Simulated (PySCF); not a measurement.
Gas-phase reaction: 2 H3SiSiCl3 + 3 SiOCl2 + H2O = 4 H2SiO + 3 SiCl4

Energies from PySCF (xtb for GFN2), thermal terms from the rigid-rotor harmonic-oscillator model, ideal gas at 1 bar. † marks an energy on the PBE0/def2-TZVP geometry and frequencies; other levels use their own. MP2 freezes the core. All species are closed-shell singlets. H3SiSiCl3, SiOCl2, H2SiO: computed as isolated molecules; such fragments, hydroxides, amides, oligomers or adducts are transient or little studied in the gas. MP2 isn't extrapolated to the basis-set limit; its ΔH°(298 K) is 99.9 kJ in def2-SVP and 113.7 kJ in def2-TZVPP. The harmonic model lacks anharmonicity and excited electronic states, which grow with temperature; levels with a mode under 35 cm⁻¹ are left out. Internal rotation in H3SiSiCl3 is treated as a harmonic vibration of one conformer, which makes the entropy rough.

| level | ΔE electronic, kJ | ΔH°(298 K), kJ | ΔS°(298 K), J/K | ΔG°(600 K), kJ |
|---|---|---|---|---|
| GFN2-xTB | -190 | -207 | 76 | -250 |
| HF/def2-TZVP† | 136 | 112 | 89 | 61 |
| MP2/def2-TZVPP† | 138 | 114 | 89 | 63 |
| PBE/def2-SVP | 185 | 161 | 88 | 110 |
| PBE/def2-TZVP† | 188 | 164 | 89 | 113 |
| PBE0/def2-SVP† | 197 | 173 | 89 | 122 |
| PBE0/def2-TZVP | 193 | 169 | 89 | 118 |
| r2SCAN/def2-TZVP† | 180 | 156 | 89 | 105 |
| LDA/def2-TZVP† | 218 | 194 | 89 | 143 |
ΔH° is lowest at GFN2-xTB and highest at LDA/def2-TZVP†. No reference value is set beside these.
